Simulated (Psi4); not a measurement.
Psi4 input (wB97X-D/6-311+G**):

```
memory 1500 MB

molecule {
-1 1
C    -0.30533261   -1.70728978    0.02202826
C     0.49586612   -0.60667486   -0.00020802
C    -0.03560035    0.72219420   -0.00712747
H     0.36628103   -2.59455723    0.02243663
H     1.59772456   -0.59297275   -0.01500254
N    -0.41337207    1.81973609   -0.01365582
symmetry c1
no_reorient
no_com
}

set {
  basis 6-311+G**
  reference rks
  scf_type pk
  dft_radial_points 99
  dft_spherical_points 590
  e_convergence 1e-8
  d_convergence 1e-7
  maxiter 150
}

e = energy('wb97x-d')
print_out(f'\nFINAL {e:.10f} DIPOLE {variable("CURRENT DIPOLE")[0]:.6f} {variable("CURRENT DIPOLE")[1]:.6f} {variable("CURRENT DIPOLE")[2]:.6f}\n')
```

Output:

```
   => Loading Basis Set <=

    Name: 6-311+G**
    Role: ORBITAL
    Keyword: BASIS
    atoms 1-3 entry C          line   129 file 6-311pgss.gbs
    atoms 4-5 entry H          line    42 file 6-311pgss.gbs
    atoms 6   entry N          line   150 file 6-311pgss.gbs

   => WB97X-D: Empirical Dispersion <=

    Chai and Head-Gordon Dispersion Correction
    Chai, J.-D.; Head-Gordon, M. (2010), J. Chem. Phys., 132: 6615-6620

        s6 =       1.000000

         ---------------------------------------------------------
                                   SCF
               by Justin Turney, Rob Parrish, Andy Simmonett
                          and Daniel G. A. Smith
                              RKS Reference
         ---------------------------------------------------------

  ==> Geometry <==

    Molecular point group: c1
    Full point group: C1

    Geometry (in Angstrom), charge = -1, multiplicity = 1:

       Center              X                  Y                   Z               Mass
    ------------   -----------------  -----------------  -----------------  -----------------
         C           -0.305332610000    -1.707289780000     0.022028260000    12.000000000000
         C            0.495866120000    -0.606674860000    -0.000208020000    12.000000000000
         C           -0.035600350000     0.722194200000    -0.007127470000    12.000000000000
         H            0.366281030000    -2.594557230000     0.022436630000     1.007825032230
         H            1.597724560000    -0.592972750000    -0.015002540000     1.007825032230
         N           -0.413372070000     1.819736090000    -0.013655820000    14.003074004430

  Running in c1 symmetry.

  Rotational constants: A =      2.09019  B =      0.16808  C =      0.15557 [cm^-1]
  Rotational constants: A =  62662.21532  B =   5039.05156  C =   4663.99151 [MHz]
  Nuclear repulsion =   82.580935063902999

  Charge       = -1
  Multiplicity = 1
  Electrons    = 28
  Nalpha       = 14
  Nbeta        = 14

  ==> Algorithm <==

  SCF Algorithm Type is PK.
  DIIS enabled.
  MOM disabled.
  Fractional occupation disabled.
  Guess Type is SAD.
  Energy threshold   = 1.00e-08
  Density threshold  = 1.00e-07
  Integral threshold = 1.00e-12

  ==> Primary Basis <==

  Basis Set: 6-311+G**
    Blend: 6-311+G**
    Number of shells: 48
    Number of basis functions: 100
    Number of Cartesian functions: 104
    Spherical Harmonics?: true
    Max angular momentum: 2

  ==> DFT Potential <==

   => LibXC <=

    Version 7.1.2
    S. Lehtola, C. Steigemann, M. J. T. Oliveira, and M. A. L. Marques,  SoftwareX 7, 1–5 (2018) (10.1016/j.softx.2017.11.002)

   => Composite Functional: WB97X-D <=

    wB97X-D Hyb-GGA Exchange-Correlation Functional

    J.-D. Chai and M. Head-Gordon,  Phys. Chem. Chem. Phys. 10, 6615–6620 (2008) (10.1039/B810189B)

    Deriv               =              1
    GGA                 =           TRUE
    Meta                =          FALSE

    Exchange Hybrid     =           TRUE
    MP2 Hybrid          =          FALSE

   => Exchange-Correlation Functionals <=

    1.0000   wB97X-D range-separated functional

   => Exact (HF) Exchange <=

    0.7780            HF,LR [omega = 0.2000]
    0.2220               HF

   => LibXC Density Thresholds  <==

    XC_HYB_GGA_XC_WB97X_D:  1.00E-14

   => Molecular Quadrature <=

    Radial Scheme          =       TREUTLER
    Pruning Scheme         =           NONE
    Nuclear Scheme         =       TREUTLER

    Blocking Scheme        =         OCTREE
    BS radius alpha        =              1
    Pruning alpha          =              1
    Radial Points          =             99
    Spherical Points       =            590
    Total Points           =         339006
    Total Blocks           =           2461
    Max Points             =            256
    Max Functions          =            100
    Weights Tolerance      =       1.00E-15

  ==> Integral Setup <==

  Using in-core PK algorithm.
   Calculation information:
      Number of atoms:                   6
      Number of AO shells:              48
      Number of primitives:             88
      Number of atomic orbitals:       104
      Number of basis functions:       100

      Integral cutoff                 1.00e-12
      Number of threads:                 1

  Performing in-core PK
  Using 38261325 doubles for integral storage.
  We computed 646263 shell quartets total.
  Whereas there are 692076 unique shell quartets.

  Computing range-separated integrals for PK
  We computed 646263 wK shell quartets total.
  Whereas there are 692076 wK unique shell quartets.

  ==> DiskJK: Disk-Based J/K Matrices <==

    J tasked:                  Yes
    K tasked:                  Yes
    wK tasked:                 Yes
    Omega:               2.000E-01
    Schwarz Cutoff:          1E-12


  Cached 33.4% of DFT collocation blocks in 0.271 [GiB].

  Minimum eigenvalue in the overlap matrix is 4.7013681033E-05.
  Reciprocal condition number of the overlap matrix is 5.9519670316E-06.
    Using symmetric orthogonalization.

  ==> Pre-Iterations <==

  SCF Guess: Superposition of Atomic Densities via on-the-fly atomic UHF (no occupation information).

   -------------------------
    Irrep   Nso     Nmo
   -------------------------
     A        100     100
   -------------------------
    Total     100     100
   -------------------------

  ==> Iterations <==

                        Total Energy        Delta E     RMS |[F,P]|

   @RKS iter SAD:  -169.00084021025071   -1.69001e+02   0.00000e+00
   @RKS iter   1:  -169.90946625952117   -9.08626e-01   7.16812e-03 ADIIS/DIIS
   @RKS iter   2:  -170.00649972881808   -9.70335e-02   6.06729e-03 ADIIS/DIIS
   @RKS iter   3:  -170.18067128978086   -1.74172e-01   1.16086e-03 ADIIS/DIIS
   @RKS iter   4:  -170.18598928172540   -5.31799e-03   4.26588e-04 ADIIS/DIIS
   @RKS iter   5:  -170.18677327823985   -7.83997e-04   1.27099e-04 ADIIS/DIIS
   @RKS iter   6:  -170.18686062346725   -8.73452e-05   3.63556e-05 DIIS
   @RKS iter   7:  -170.18687017624438   -9.55278e-06   1.53450e-05 DIIS
   @RKS iter   8:  -170.18687180740827   -1.63116e-06   3.19410e-06 DIIS
   @RKS iter   9:  -170.18687200574320   -1.98335e-07   9.57110e-07 DIIS
   @RKS iter  10:  -170.18687202400474   -1.82615e-08   2.26417e-07 DIIS
   @RKS iter  11:  -170.18687202537271   -1.36797e-09   5.00405e-08 DIIS
  Energy and wave function converged.

  ==> Post-Iterations <==

   Electrons on quadrature grid:
      Ntotal   =   28.0000000055 ; deviation = 5.456e-09

    Orbital Energies [Eh]
    ---------------------

    Doubly Occupied:

       1A    -14.244030     2A    -10.142332     3A    -10.109049
       4A    -10.069343     5A     -0.825902     6A     -0.677367
       7A     -0.508779     8A     -0.378829     9A     -0.302256
      10A     -0.275183    11A     -0.270843    12A     -0.233091
      13A     -0.144619    14A     -0.085373

    Virtual:

      15A      0.196526    16A      0.208793    17A      0.220827
      18A      0.231603    19A      0.262719    20A      0.271753
      21A      0.276198    22A      0.283231    23A      0.283974
      24A      0.297175    25A      0.310084    26A      0.326649
      27A      0.335664    28A      0.369132    29A      0.378490
      30A      0.409709    31A      0.423494    32A      0.437991
      33A      0.440731    34A      0.449083    35A      0.476371
      36A      0.560379    37A      0.619437    38A      0.713984
      39A      0.758675    40A      0.787380    41A      0.801244
      42A      0.831493    43A      0.847175    44A      0.871774
      45A      0.874840    46A      0.938480    47A      0.958876
      48A      0.969707    49A      1.047887    50A      1.076226
      51A      1.135670    52A      1.138899    53A      1.153347
      54A      1.174936    55A      1.324353    56A      1.330125
      57A      1.419144    58A      1.485079    59A      1.518838
      60A      1.558397    61A      1.647135    62A      1.678968
      63A      1.717621    64A      1.894100    65A      1.917733
      66A      1.937480    67A      2.026940    68A      2.066411
      69A      2.109348    70A      2.272818    71A      2.306290
      72A      2.335146    73A      2.351953    74A      2.422851
      75A      2.455754    76A      2.544881    77A      2.726842
      78A      2.810244    79A      2.878056    80A      2.897797
      81A      2.927007    82A      2.947202    83A      3.102734
      84A      3.153589    85A      3.154938    86A      3.268456
      87A      3.270214    88A      3.335189    89A      3.422109
      90A      3.508702    91A      3.795774    92A      4.065672
      93A      4.268840    94A      4.278752    95A      4.313627
      96A      4.858292    97A     23.934775    98A     24.455958
      99A     24.696655   100A     36.174917

    Final Occupation by Irrep:
              A
    DOCC [    14 ]
    NA   [    14 ]
    NB   [    14 ]

  @RKS Final Energy:  -170.18687202537271

   => Energetics <=

    Nuclear Repulsion Energy =             82.5809350639029986
    One-Electron Energy =                -397.7850971292340319
    Two-Electron Energy =                 161.5242084907743561
    DFT Exchange-Correlation Energy =     -16.5059462444006897
    Empirical Dispersion Energy =          -0.0009722064153268
    VV10 Nonlocal Energy =                  0.0000000000000000
    Total Energy =                       -170.1868720253727076

Computation Completed

Properties will be evaluated at   0.000000,   0.000000,   0.000000 [a0]

Properties computed using the SCF density matrix

 Multipole Moments:

 ------------------------------------------------------------------------------------
     Multipole            Electronic (a.u.)      Nuclear  (a.u.)        Total (a.u.)
 ------------------------------------------------------------------------------------

 L = 1.  Multiply by 2.5417464519 to convert [e a0] to [Debye]
 Dipole X            :          1.3763047            0.0000001            1.3763048
 Dipole Y            :          0.3896986            0.0000000            0.3896986
 Dipole Z            :         -0.0224007           -0.0000001           -0.0224008
 Magnitude           :                                                    1.4305879

 ------------------------------------------------------------------------------------

FINAL -170.1868720254 DIPOLE 1.376305 0.389699 -0.022401

*** Psi4 exiting successfully. Buy a developer a beer!
```

The dipole moment of an ion depends on the origin.
